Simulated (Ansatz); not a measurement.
The input, for Ansatz 0.2.0:

```yaml
crystal:
  periodic: [false, false, false]
  atoms:
    - {symbol: P, position_ang: [0.038818, 0.038589, -0.038714]}
    - {symbol: H, position_ang: [0.845991, 0.848872, 0.769787]}
    - {symbol: H, position_ang: [-2.120312, -2.107760, 2.114605]}
    - {symbol: H, position_ang: [-0.767505, 0.845607, -0.851318]}
    - {symbol: H, position_ang: [0.848947, -0.772535, -0.843407]}
basis:
  gaussian: {orbitals: 6-31G}
total_charge: 1
magnetization: {spin_polarized: true, initial_magnetization: 0}
correlation: {method: bccd, electrons: outside_noble_gas}
accuracy: high
```

```sh
$ ansatz run in.yaml --threads 1 --pin off --events-out ev --progress --plain --max-ram 2393MiB
```

The program prints:

```
458 factors; integrals over basis functions are off by at most 3.1e-9 eV
mean field evaluation 1: about -9316.3690 eV, gradient 1.2e1 eV
mean field evaluation 2: about -9316.3739 eV, gradient 1.2e1 eV
mean field evaluation 4: about -9318.5640 eV, gradient 2.7e0 eV
mean field evaluation 8: about -9318.8141 eV, gradient 2.6e-2 eV
mean field evaluation 16: about -9318.8141 eV, gradient 1.8e-7 eV
mean field evaluation 32: about -9320.6640 eV, gradient 1.1e1 eV
mean field evaluation 64: about -9322.0211 eV, gradient 4.2e-2 eV
mean field evaluation 96: about -9322.0212 eV, gradient 8.0e-4 eV
mean field evaluation 128: about -9322.0176 eV, gradient 3.4e-1 eV
mean field evaluation 160: about -9322.0240 eV, gradient 5.5e-4 eV
...
cycle  20  -1.94993808 eV  change   1.7e-10 eV  update   1.5e-8
cycle  21  -1.94993799 eV  change    8.9e-8 eV  update   4.6e-8
cycle  22  -1.94993794 eV  change    5.5e-8 eV  update   2.0e-8
cycle  23  -1.94993792 eV  change    1.6e-8 eV  update   1.1e-8
cycle  24  -1.94993792 eV  change    3.9e-9 eV  update   7.9e-9
cycle  25  -1.94993791 eV  change    3.6e-9 eV  update   6.6e-9
cycle  26  -1.94993791 eV  change    4.8e-9 eV  update   4.9e-9
cycle  27  -1.94993791 eV  change    2.8e-9 eV  update   2.8e-9
cycle  28  -1.94993791 eV  change   4.3e-10 eV  update   1.2e-9
cycle  29  -1.94993791 eV  change  -3.3e-11 eV  update  3.5e-10
Total energy: -9323.97392503 eV, -342.6497217283 hartree
```

Ran on 1 thread of Arm Neoverse V1, shared host: 0.93 s wall, 0.14 GiB peak host memory.
